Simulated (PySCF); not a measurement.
How far are cheaper levels from CCSD(T)/CBS for SiS?

PySCF; the state is a singlet (closed shell). The composite is CCSD(T) extrapolated to the basis-set limit from two correlation-consistent sets, with core-valence (CV) and scalar-relativistic (SR) terms as its label shows; it has no spin–orbit coupling and nothing beyond (T). Here it is CCSD(T)/CBS(TQ)+CV+SR. It gives Re = 1.929 Å, ωe = 757 cm⁻¹ and De = 6.39 eV to Si + S.

| level | basis | relativity | Re (Å) | ωe (cm⁻¹) | De (eV) |
| --- | --- | --- | --- | --- | --- |
| RHF | x2c-TZVPPall | spin-free X2C | 1.910 | 818 | 3.89 |
| RHF-MP2 | jorge-DZP-DKH | spin-free X2C | 1.962 | 742 | 5.74 |
| RHF-MP2 | x2c-TZVPPall | spin-free X2C | 1.940 | 753 | 6.27 |
| RHF-SCS-MP2 | 3-21G | no relativity | 2.050 | 630 | 4.33 |
| RHF-CCSD(T) | x2c-TZVPPall | spin-free X2C | 1.944 | 743 | 6.02 |
| PBE | x2c-SVPall | spin-free X2C | 1.962 | 726 | 6.43 |
| r²SCAN | def2-TZVPPD | no relativity | 1.937 | 752 | 6.31 |
| PBE0 | 3-21G | no relativity | 2.016 | 678 | 5.06 |
| PBE0 | def2-TZVPPD | no relativity | 1.930 | 766 | 6.20 |
| M06-2X | jorge-DZP-DKH | spin-free X2C | 1.941 | 772 | 6.25 |

**Question.** Give the difference of each row from the composite.

**Answer.** 

| level | basis | ΔRe (pm) | Δωe (%) | ΔDe (eV) |
| --- | --- | --- | --- | --- |
| RHF | x2c-TZVPPall | -1.9 | +8.1 | -2.50 |
| RHF-MP2 | jorge-DZP-DKH | +3.3 | -2.0 | -0.65 |
| RHF-MP2 | x2c-TZVPPall | +1.1 | -0.5 | -0.12 |
| RHF-SCS-MP2 | 3-21G | +12.1 | -16.8 | -2.06 |
| RHF-CCSD(T) | x2c-TZVPPall | +1.5 | -1.8 | -0.37 |
| PBE | x2c-SVPall | +3.3 | -4.1 | +0.04 |
| r²SCAN | def2-TZVPPD | +0.8 | -0.7 | -0.08 |
| PBE0 | 3-21G | +8.7 | -10.4 | -1.33 |
| PBE0 | def2-TZVPPD | +0.1 | +1.2 | -0.19 |
| M06-2X | jorge-DZP-DKH | +1.2 | +2.0 | -0.14 |

**Question.** Which rows come closest in De?

**Answer.** PBE in x2c-SVPall (+0.04 eV), counted from the composite.

Measured (Huber and Herzberg, Constants of Diatomic Molecules (1979)): Re = 1.929321 Å, ωe = 749.64 cm⁻¹; the composite is off by -0.2 mÅ and +7.1 cm⁻¹.

Correlated steps freeze 10 core orbitals. Correlated levels converge slowly with the basis: in double zeta they bind strong bonds too weakly, by up to about 1 eV, and carry superposition errors of some tenths. Where the molecule has an RHF reference, its open-shell atoms are computed with UHF. The CCSD T1 diagnostic is raised in SiS, a sign that a single reference may not be enough there. 3-21G is very small, so such numbers show the basis as much as the molecule.
